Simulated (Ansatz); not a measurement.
We consider rock-salt LiCl, described by G0W0@HSE06 (plane waves, hard PAW, contour deformation; Ansatz, a quantum-chemistry and plane-wave program).

The same calculation (at the measured cell, 16.973 Å³/atom) with different numerical settings; throughout: k mesh 2×2×2:

| run | response cutoff (eV) | empty bands | quasiparticle gap on the mesh (eV) | quasiparticle gap at Γ (eV) | rough time |
|---|---|---|---|---|---|
| 1 | 100 | 142 | 9.059 | 9.059 | 20 core-s |
| 2 | 150 | 260 | 9.183 | 9.183 | 50 core-s |
| 3 | 200 | 401 | 9.252 | 9.252 | 70 core-s |
| 4 | 250 | 560 | 9.284 | 9.284 | 3 core-min |
| 5 | 300 | 736 | 9.306 | 9.306 | 4 core-min |
| 6 | 400 | 1133 | ___ | ___ | 5 core-min |

Question: What belongs in the gaps?

Answer: 
- 6, quasiparticle gap on the mesh (eV): 9.330
- 6, quasiparticle gap at Γ (eV): 9.330

In the column quasiparticle gap on the mesh (eV) the first row differs from the last by -0.271 and the next to last by -0.024.

The last row is no converged limit: other settings stay fixed.

Note: GW on a hybrid start was not checked against another program.
